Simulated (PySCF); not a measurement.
## SO⁻: one state, many levels of theory

State: ²Π (doublet), unpaired electrons π ↑. Set-up: PySCF, no relativity, basis sets S aug-pcseg-1, O aug-pcseg-1. De refers to S⁻ + O in their high-spin ground configurations, without counterpoise correction. The functionals are run spin-unrestricted. A positive dipole points towards O; it is taken about the centre of mass and depends on that origin. Levels whose curve was spin-contaminated or gave no clean fit are not listed.

| Level | Re (Å) | ωe (cm⁻¹) | De (eV) | μ (D) | CPU s a point (SCF and correlation, without the integrals) |
| --- | --- | --- | --- | --- | --- |
| UHF | 1.583 | 845 | n/a | -0.33 | 0.18 |
| UHF-CCSD | 1.624 | 856 | n/a | n/a | n/a |
| UHF-CCSD(T) | 1.631 | 843 | n/a | n/a | 5.7 |
| PBE | 1.628 | 836 | 4.79 | -0.30 | 0.89 |
| r²SCAN | 1.614 | 866 | 4.35 | -0.28 | 1 |
| r²SCANh | 1.606 | 888 | 4.16 | -0.32 | 1.2 |
| PBE0 | 1.602 | 904 | 4.20 | -0.40 | 0.99 |
| M06 | 1.601 | 906 | 4.25 | -0.46 | 1.1 |
| BHandHLYP | 1.591 | 925 | 3.48 | -0.53 | 0.61 |
| ωB97X | 1.598 | 929 | 4.16 | -0.58 | 0.82 |

The bond length runs from 1.583 Å (UHF) to 1.631 Å (UHF-CCSD(T)). De spans 3.48 eV (BHandHLYP, global hybrid GGA) to 4.79 eV (PBE, GGA).

Correlated steps freeze 6 core orbitals. For an ion De counts to the pair picked by the measured ionisation energies or electron affinities, which need not be the lowest pair at this level. The highest Kohn–Sham level is positive in this anion. Much of that is self-interaction error, but it also means that the finite basis helps to hold the extra electron. The CCSD T1 diagnostic is raised, a sign that a single reference may not be enough here. The state was picked by a PBE0 search and need not be the measured ground state.

The whole job (state search and all levels along the bond) took about 2.5 min on 1 thread of Arm Neoverse V1 (shared host), peak memory 0.59 GiB.
